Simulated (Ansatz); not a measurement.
`O/C=C\F`, 7 atoms. Total charge 0; spin multiplicity 1. All runs use 2 threads of an Arm Neoverse V1 on a shared host. Correlated methods freeze the cores. Open-shell runs search over several starts.

(1) Give the basis size and wall time and peak host memory of each of these runs in Ansatz. UHF-MP2/def2-QZVPP energy of the cation; UKS ωB97X-V/def2-TZVPP energy of the cation; UKS r2SCAN-D4/def2-TZVPP energy of the cation; RKS PBE0-D4/def2-TZVP frequencies; UKS ωB97M-V/def2-TZVPP energy of the cation; UKS PBE-D4/def2-TZVPP energy of the cation; UHF-CCSD(T)/def2-TZVPP energy of the cation; UKS PBE0-D4/def2-TZVPP energy of the cation; RKS PBE0-D4/def2-SVP energy; RKS PBE0-D4/def2-TZVP relaxation (7 steps); RKS LC-ωPBE/def2-TZVPP energy; direct RPA on PBE orbitals/def2-TZVPP energy. (An estimate is asked.)

Results:

(1) The calculation gave: Other jobs shared the machine, so times are rough.

```csv
level,job,functions,wall time,peak host memory (GiB)
RKS PBE0-D4/def2-SVP,energy,71,0.8 s,0.36
RKS LC-ωPBE/def2-TZVPP,energy,166,1.9 s,0.36
UKS PBE-D4/def2-TZVPP,energy of the cation,166,2.6 s,0.36
UKS PBE0-D4/def2-TZVPP,energy of the cation,166,3.3 s,0.36
direct RPA on PBE orbitals/def2-TZVPP,energy,166,3.5 s,0.36
UKS r2SCAN-D4/def2-TZVPP,energy of the cation,166,6 s,0.36
UKS ωB97X-V/def2-TZVPP,energy of the cation,166,10 s,0.45
UKS ωB97M-V/def2-TZVPP,energy of the cation,166,11 s,0.48
UHF-MP2/def2-QZVPP,energy of the cation,318,18 s,1.2
RKS PBE0-D4/def2-TZVP,relaxation (7 steps),142,18 s,0.23
RKS PBE0-D4/def2-TZVP,frequencies,142,61 s,0.36
UHF-CCSD(T)/def2-TZVPP,energy of the cation,166,2.6 min,3.7
```

LC-ωPBE has ω = 0.4 bohr⁻¹.
